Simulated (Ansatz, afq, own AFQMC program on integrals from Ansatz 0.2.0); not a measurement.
AFQMC on a folder of integrals that Ansatz 0.2.0 wrote.

```yaml
crystal:
  periodic: [false, false, false]
  atoms:
    - {symbol: B, position_ang: [-2.134160, 0.000000, 0.000000]}
    - {symbol: H, position_ang: [-2.730893, 1.033571, 0.000000]}
    - {symbol: H, position_ang: [-2.730894, -1.033571, 0.000000]}
    - {symbol: H, position_ang: [-0.593160, 0.000000, 0.000000]}
    - {symbol: N, position_ang: [1.656924, 0.000000, 0.000000]}
    - {symbol: C, position_ang: [0.496840, 0.000000, 0.000000]}
basis:
  gaussian: {orbitals: cc-pVDZ}
magnetization: {spin_polarized: true, initial_magnetization: 1}
correlation: {method: ccsd_t, electrons: outside_noble_gas, hamiltonian_folder: ham}
```

```sh
$ ansatz run in.yaml --threads 1 --pin off --events-out ev --progress --plain --max-ram 16896MiB --backend cuda --devices 0, --max-vram 18GiB
```

afq runs on the folder ham with

```
--method phaseless --trial cisd --walkers 4000 --populations 20 --least-time 60 --time-step 0.005 --steps-per-block 50 --equilibration-blocks 28 --max-blocks 4000 --target-error 0.00023 --factor-cut 1e-05 --start spin_pure --seed 5945 --release-times 0.24,0.51,0.99,1.5 --release-step 0.03 --release-every 4 --taylor-order 6
```

Times are imaginary, in 1/Eh. The walk had a cap of 134 s. With eight or more populations the least sampling time is a fifth of least-time, and the error comes from their spread.

Log:

```
orbitals 54  electrons 8 7  factors 419 of 530
reference energy -118.59863014 Eh
CCSD correlation -0.38794062 Eh in 12 cycles, weight of the determinant in the CISD state 0.8256
energy of the start -118.975132 Eh
 block  time / (1/Eh)  mean weight  energy / Eh
     1     0.250  0.9999  -118.974026
     2     0.500  0.9998  -118.981529
     3     0.750  0.9999  -118.989561
     4     1.000  1.0004  -118.992525
     5     1.250  0.9999  -118.994801
     9     2.250  0.9998  -119.001773
    15     3.750  1.0000  -119.002306
    23     5.750  0.9999  -119.002242
    31     7.750  0.9996  -119.004728
    39     9.750  1.0000  -119.002230
    47    11.750  1.0002  -119.001130
    55    13.750  1.0000  -119.002184
    63    15.750  1.0004  -119.001537
    67    16.750  1.0001  -119.005615
    71    17.750  1.0002  -118.999826
    79    19.750  0.9997  -119.002979
    87    21.750  0.9999  -119.003140
    95    23.750  1.0000  -119.002425
   103    25.750  1.0002  -119.003239
error from the spread of 20 populations
released: time / (1/Eh)  energy / Eh  error  mean overlap
  0.24  -119.003122  0.000277  0.9990
  0.51  -119.003150  0.000225  0.9987
  0.99  -119.003130  0.000324  0.9974
  1.50  -119.003559  0.000428  0.9971
energy -119.002573 +/- 0.000275 Eh
(rows thinned)
```

The run passed its tests (sampling time, drift between the halves within three errors, error under three times the target), which doesn't prove that it has relaxed, ending at its cap on processor time.

Against this walk (error 7.5 meV) on the same determinant: CCSD(T) 50.3 meV higher, CCSDT(Q) 19.1 meV lower. The error is statistical and leaves out the bias of the constraint. The determinant has ⟨S²⟩ = 0.86, so the low cluster orders mix in higher spin (the high orders can go on to a lower state of that spin), while the walk starts as a pure doublet. Released to 1.50 1/Eh the energy moves by -27 ± 14 meV (both errors), within twice the noise.

Cautions: constraint bias not in the error; error above the target (7.5 against 6.3 meV); unrestricted determinant spin contaminated (⟨S²⟩ 0.86 against 0.75).

The walk took 2.2 min on 1 × NVIDIA H100 80GB HBM3 with 2 threads of AMD EPYC 7R13 Processor (Zen 3) (shared host) (the card was shared). The log's last line is the phaseless energy.

CCSDT and higher add their correlation energy to the determinant of the CCSD(T) run, since their own runs factorise the integrals more tightly (a shift of under 2 meV). A walk keeps the symmetry of its determinant, which the program's search chose and which needn't be the lowest solution, so a lower state of the same spin and another symmetry isn't excluded.
